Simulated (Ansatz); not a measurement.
**[H···H···CH₃], doublet: transfer scan**

Starting geometry:

```yaml
atoms:
  - { symbol: H, position_ang: [-2.0889, 0.0000, 0.0000] }
  - { symbol: H, position_ang: [-1.3439, 0.0000, 0.0000] }
  - { symbol: C, position_ang: [0.2301, 0.0000, 0.0000] }
  - { symbol: H, position_ang: [0.2301, -1.0800, 0.0000] }
  - { symbol: H, position_ang: [0.2301, 0.5400, 0.9353] }
  - { symbol: H, position_ang: [0.2301, 0.5400, -0.9353] }
```

From there H2 is moved from one fragment to the other while all else, the fragments' distance too, stays fixed; atoms are numbered as listed. Energies are in kJ/mol, counted from the starting geometry at the same level. Kohn–Sham curves are unrestricted where that lies lower.

Basis 6-31G; Ansatz 0.2.0. Only valence electrons are correlated (noble-gas cores frozen).

In so small a basis the reference is far from its limit while semilocal and hybrid functionals are nearer theirs (RPA and double hybrids share much of the reference's basis error), so the functionals' errors here hold much of the reference's basis and frozen-core error, which can add to them or hide them.

Full CI is exact within this basis and frozen core; it isn't the basis-set limit.

```tsv
distance H1-H2 (Å)	full CI	PBE	r2SCAN	PBE0	B3LYP	r2SCANh	r2SCAN0	wB97M-V	B2PLYP	RPA-PBE
0.693	2.5	9.2	6.7	6.7	6.1	6.1	5.2	5.1	4.0	3.2
0.745	0.0	0.0	0.0	0.0	0.0	0.0	0.0	0.0	0.0	0.0
0.814	7.7	-1.2	1.9	2.1	2.9	2.8	4.0	4.2	5.6	6.5
0.883	21.0	4.0	9.9	10.1	11.8	11.5	13.8	14.2	16.7	18.1
0.952	34.0	11.1	19.1	19.2	21.8	21.3	24.4	24.9	28.1	29.6
1.022	43.9	18.0	27.2	27.0	30.5	29.5	32.9	33.7	36.9	38.3
1.091	50.2	24.6	33.8	33.1	37.7	35.9	38.9	40.0	42.8	44.2
1.160	56.0	33.3	41.5	40.1	45.9	43.0	45.3	46.6	49.0	50.4
1.229	66.5	48.1	54.9	52.6	59.5	55.8	57.1	58.2	60.3	61.7
```

Question: Judged by the spread of the error over the points with a reference (largest less smallest), which of these follows full CI best and which worst?

Answer: Subtracting the full CI column from each: best RPA-PBE (errors from -6.0 to 0.7, spread 6.7 kJ/mol), worst PBE (from -25.9 to 6.6, spread 32.6 kJ/mol). Functionals and wave-function methods converge differently with the basis, so part of this is basis effect.
